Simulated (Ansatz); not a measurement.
## What a trial cell of AsIr2 relaxes into

The calculation used DFT PBE, scalar-relativistic, plane waves, PAW in Ansatz. Cutoff 420 eV, Γ-centred k mesh, Gaussian smearing, no spin polarisation in the final step.

AsIr2 was placed on the 2H molybdenite structure type (P6_3/mmc, No. 194), with As in place of Mo, Ir in place of S, at a guessed volume.

```yaml
crystal:
  lattice:
    - [2.98378, 0.00000, 0.00000]
    - [-1.49189, 2.58403, 0.00000]
    - [0.00000, 0.00000, 11.60566]
  atoms:
    - { symbol: As, position: [0.33333, 0.66667, 0.25000] }
    - { symbol: As, position: [0.66667, 0.33333, 0.75000] }
    - { symbol: Ir, position: [0.33333, 0.66667, 0.62750] }
    - { symbol: Ir, position: [0.66667, 0.33333, 0.12750] }
    - { symbol: Ir, position: [0.33333, 0.66667, 0.87250] }
    - { symbol: Ir, position: [0.66667, 0.33333, 0.37250] }
```

Cell and atoms relax at zero pressure; the relaxation can't lower the symmetry of the start. After a coarse first stage the cell is made exact in the group found at 0.06 Å.

Formation energies are uncorrected and refer to the elements' standard structures at the same level.

(1) What does it relax into?

(2) What are its volume, energy, density and gap?

## Answers

(1) It keeps P6_3/mmc (No. 194). The result has the 2H molybdenite structure. Conventional cell: a = 2.883 Å, c = 12.607 Å. Around As lie 6 Ir at 2.61 Å and 6 As at 2.88 Å; Ir has 3 As at 2.61 Å and 9 Ir at 2.82–2.88 Å.

Space group P6_3/mmc (No. 194). a = 2.883 Å, b = 2.883 Å, c = 12.607 Å, α = 90.00°, β = 90.00°, γ = 120.00°
```csv
atom,site,symmetry,x,y,z
As,2c,-6m2,0.3333,0.6667,0.2500
Ir,4f,3m.,0.3333,0.6667,0.5903
```

(2) The volume per atom is 15.13 Å³ and the density is 16.81 g/cm³. The energy over the elements is 0.30 eV/atom and the gap on the 12×12×4 mesh is 0 eV (a metal).

The final run used a 12×12×4 mesh on its 6-atom cell and 0.10 eV smearing. For metals, differences of a few meV/atom aren't resolved. Spin–orbit coupling is left out. A structure relaxed within its symmetry needn't be a true minimum. The steps took of the order of 2.7 core-minutes in all.